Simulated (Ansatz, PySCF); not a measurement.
Molecule: methanol, CH4O (charge 0, singlet). SMILES: OC
Geometry: optimised at B3LYP-D3(BJ)/def2-TZVP (Ansatz, a first-principles code).

Quantity: vertical triplet-singlet gap (E(triplet) - E(singlet); each state is the SCF solution reached for its spin), in kJ/mol. Correlated levels leave the core frozen unless marked. Open shells are spin-unrestricted. No spin-orbit coupling. No relativistic terms. Basis-set limits of correlation are two-point, X^-3; Hartree-Fock from the larger set. [CCSD(T)-MP2]/basis is that difference in the basis named.

RI-MP2/CBS(aug-cc-pVTZ,aug-cc-pVQZ)+[CCSD(T)-MP2]/aug-cc-pVTZ (Ansatz) gives 653.7 kJ/mol.

Question: Another calculation gave 606.7 kJ/mol. Which level was it?
A) B2PLYP/def2-TZVPD (Ansatz)
B) PBE/def2-TZVPD (Ansatz)
C) M06-2X/def2-TZVPD (PySCF)
D) PBE0/def2-TZVPD (Ansatz)

Answer: B, PBE/def2-TZVPD (Ansatz). The others give 624.0 (PBE0), 661.6 (M06-2X), 645.5 (B2PLYP) kJ/mol.
